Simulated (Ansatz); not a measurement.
in.yaml

```yaml
crystal:
  periodic: [false, false, false]
  atoms:
    - {symbol: Al, position_ang: [-1.094202, 0.000000, 0.000000]}
    - {symbol: H, position_ang: [-1.887126, 1.373384, 0.000000]}
    - {symbol: H, position_ang: [-1.887126, -1.373384, 0.000000]}
    - {symbol: H, position_ang: [1.147798, 0.000000, 0.000000]}
    - {symbol: N, position_ang: [2.296798, 0.000000, 0.000000]}
basis:
  gaussian: {orbitals: cc-pVDZ}
magnetization: {spin_polarized: false, initial_magnetization: 3}
correlation: {method: sc_nevpt2, electrons: outside_noble_gas, active_space: {window: {electrons: 5, orbitals: 5}}}
```

```sh
$ ansatz run in.yaml --threads 1 --pin off --events-out ev --progress --plain --max-ram 2393MiB
```

Log:

```
448 factors; integrals over basis functions are off by at most 1.0e-3 eV
mean field evaluation 1: about -8107.1118 eV, gradient 1.0e1 eV
mean field evaluation 2: about -8107.1342 eV, gradient 1.1e1 eV
mean field evaluation 4: about -8108.0195 eV, gradient 1.5e0 eV
mean field evaluation 8: about -8108.0593 eV, gradient 2.2e-1 eV
mean field evaluation 16: about -8108.0602 eV, gradient 2.2e-6 eV
mean field -8108.06016452 eV, -297.9657152054 hartree, gradient 2.2e-6 eV, S^2 3.750000; 0 other end points of the search recorded, 0 dependent functions left out
reference -8108.06016452 eV, -297.9657152054 hartree; 13, 10 occupied and 34, 37 virtual orbitals, 448 factors
state -8108.83638138 eV, -297.9942406489 hartree
state -8108.83638138 eV, -297.9942406489 hartree; corrected -8112.95403144 eV, -298.1455614976 hartree
Total energy: -8112.95403144 eV, -298.1455614976 hartree
```

For the same geometry and basis UCCSDT(Q) lies 1121.4 meV lower.

Ran on 1 thread of Arm Neoverse V2, shared host: 0.72 s wall, 0.17 GiB peak host memory.
